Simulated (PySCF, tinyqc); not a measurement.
Worked calculation: RHF in the sto-6g basis, for LiH, spin multiplicity 1. The lowest restricted solution is unstable here: a spin-polarised one lies 0.0102 hartree lower (PySCF). One step of it, computed by the program tinyqc.

Task: Orthogonalisation. S = U s U^T; symmetric (Loewdin) form X = U s^(-1/2) U^T, so that X^T S X = 1.

overlap S, order 1Li 1s, 1Li 2s, 1Li 2px, 1Li 2py, 1Li 2pz, 2H 1s:
```
[[1.000000, 0.235742, 0.000000, 0.000000, 0.000000, 0.014891],
 [0.235742, 1.000000, 0.000000, 0.000000, 0.000000, 0.239078],
 [0.000000, 0.000000, 1.000000, 0.000000, 0.000000, 0.000000],
 [0.000000, 0.000000, 0.000000, 1.000000, 0.000000, 0.000000],
 [0.000000, 0.000000, 0.000000, 0.000000, 1.000000, 0.346575],
 [0.014891, 0.239078, 0.000000, 0.000000, 0.346575, 1.000000]]
```

Give: eigenvalues of S; X.

Result:

eigenvalues of S: [0.5584, 0.8120, 1.0000, 1.0000, 1.1779, 1.4517]

X, order 1Li 1s, 1Li 2s, 1Li 2px, 1Li 2py, 1Li 2pz, 2H 1s:
```
[[1.0223, -0.1258, 0.0000, 0.0000, -0.0051, 0.0167],
 [-0.1258, 1.0480, 0.0000, 0.0000, 0.0369, -0.1386],
 [0.0000, 0.0000, 1.0000, 0.0000, 0.0000, 0.0000],
 [0.0000, 0.0000, 0.0000, 1.0000, 0.0000, 0.0000],
 [-0.0051, 0.0369, 0.0000, 0.0000, 1.0519, -0.1958],
 [0.0167, -0.1386, 0.0000, 0.0000, -0.1958, 1.0772]]
```
